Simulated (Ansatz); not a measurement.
Basis-set extrapolation for C$_{2}$H$_{6}$Si (`C[Si]C`) (PBE0-D4/def2-TZVP geometry, frozen core, the Gaussian-basis code of Ansatz). Multiplicity 1, RHF reference.

```json
{"": "HF", "def2-TZVPP": "-368.151295", "def2-QZVPP": "-368.163932"}
{"": "MP2 correlation", "def2-TZVPP": "-0.463474", "def2-QZVPP": "-0.493463"}
{"": "CCSD(T) correlation", "def2-TZVPP": "-0.527426", "def2-QZVPP": "not run"}
```

Energies in hartree. Use E(X) = E(∞) + A·exp(−7.88·√X) for Hartree–Fock and E(X) = E(∞) + B·X^(−2.97) for correlation, with X = 3 and 4, and add CCSD(T) minus MP2 of the smaller set to the MP2 limit.

Problem. What is the CCSD(T) energy at the basis-set limit?

Solution. HF limit: -368.163932 + (-0.012637) × 0.13774 = -368.16567. MP2 limit: -0.493463 + (-0.029989) × 0.74074 = -0.51568. Higher-order term: -0.527426 − (-0.463474) = -0.06395. Total: -368.74530 hartree, 41.8 kcal/mol below CCSD(T)/def2-TZVPP.
